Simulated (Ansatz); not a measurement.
# CH4FO: the cost of one run

Computed with Ansatz 0.2.0, Gaussian basis. Level: RKS PBE-D4/def2-SVPD.

Levels: PBE-D4, revPBE-D4, BLYP-D4, r2SCAN-D4, B97M-V, PBE0-D4, B3LYP-D4, HSE06-D4, wB97X-V, wB97M-V, B2PLYP, Hartree-Fock, MP2, CCSD, CCSD(T). The reference is CCSD(T) extrapolated to the basis limit.

Correlated methods freeze the cores. B3LYP uses VWN-RPA correlation. B2PLYP carries no dispersion term here.

176 further runs of the same task are left out: 176 set aside as unsound or not needed.

## Step 1: Starting geometry

The pair, from a GFN2-xTB docking trial: 7 atoms, charge -1, spin multiplicity 1.

Atoms are counted from 1 here; the program's logs count them from 0.

Bond lengths: O1–H2 0.965 Å, C3–F4 1.404 Å, C3–H5 1.094 Å, C3–H6 1.093 Å, C3–H7 1.252 Å. Angles: F4–C3–H5 106.1°, F4–C3–H6 105.8°, F4–C3–H7 112.3°, H5–C3–H6 109.9°, H5–C3–H7 111.1°, H6–C3–H7 111.4°.

As a file:

```xyz
7
charge -1, multiplicity 1
O     0.19040    0.15620   -1.89990
H     0.49900   -0.74320   -2.06470
C    -0.19860    0.11570    0.76560
F     0.96350    0.13920    1.55370
H    -0.79220    0.98080    1.07400
H    -0.71980   -0.80790    1.03080
H     0.05790    0.15920   -0.45940
```

Atoms 1 to 2 are fragment A (HO−), the rest fragment B (CH3F).

## Step 2: A first relaxation in a small basis

pre/in.yaml

```yaml
crystal:
  periodic: [false, false, false]
  atoms:
    - {symbol: O, position_ang: [0.190400, 0.156200, -1.899900]}
    - {symbol: H, position_ang: [0.499000, -0.743200, -2.064700]}
    - {symbol: C, position_ang: [-0.198600, 0.115700, 0.765600]}
    - {symbol: F, position_ang: [0.963500, 0.139200, 1.553700]}
    - {symbol: H, position_ang: [-0.792200, 0.980800, 1.074000]}
    - {symbol: H, position_ang: [-0.719800, -0.807900, 1.030800]}
    - {symbol: H, position_ang: [0.057900, 0.159200, -0.459400]}
basis:
  gaussian: {orbitals: def2-SVPD}
total_charge: -1
hamiltonian: {xc: pbe, dispersion: d4}
relax: {f_tol: 0.03, max_steps: 250}
```

Command:

```sh
ansatz run in.yaml --threads 2 --pin off --events-out ev --progress --plain --max-ram 5222MiB
```

**Question.** How long does this run take on 2 threads of AMD EPYC 9R45, shared host?

About 6 s.
